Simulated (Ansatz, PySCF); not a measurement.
**Zinc-blende ZnS, cohesive energy**

Reference value: 3.21 eV/atom (measured, zero-point energy (9/8 kB θD) added and atomic spin-orbit splittings removed, spin-orbit-averaged atoms; as tabulated in Albrecht et al. (1997), arXiv:cond-mat/9706128).

### Question
Which of these levels comes closest to the reference?
A) HSE06 (Ansatz (an electronic-structure program))
B) r²SCAN-D4 (Ansatz)
C) Hartree–Fock (PySCF)
D) PBE (PySCF)

### Answer
B, r²SCAN-D4 (Ansatz)

```tsv
level (code)	value (eV/atom)	cell (Å³/atom)	error (eV/atom)
PBE (PySCF)	2.83 ± 0.04	20.39	-0.38
r²SCAN-D4 (Ansatz)	3.31	19.35	+0.10
HSE06 (Ansatz)	2.99	19.96	-0.22
Hartree–Fock (PySCF)	2.18 ± 0.09	21.50	-1.03
```

Closest of the ranked levels: r²SCAN-D4 (+0.10 eV/atom). Farthest off among them: Hartree–Fock (-1.03 eV/atom). Within 0.3 eV/atom: r²SCAN-D4, HSE06.

Free atoms are spin-polarised, in the lowest state found; at levels without +SOC their spin–orbit coupling is left out.  A ± on a computed value is a rough bar: the spread of its extrapolation, a floor set from checks against published values, or a statistical error. Each level is taken at its own relaxed cell. Cutoffs and k meshes differ between the levels. Ansatz's density-functional and Hartree–Fock values are scalar-relativistic unless marked +SOC, with PAW data made under PBE.

Differences are worked out from the printed values.
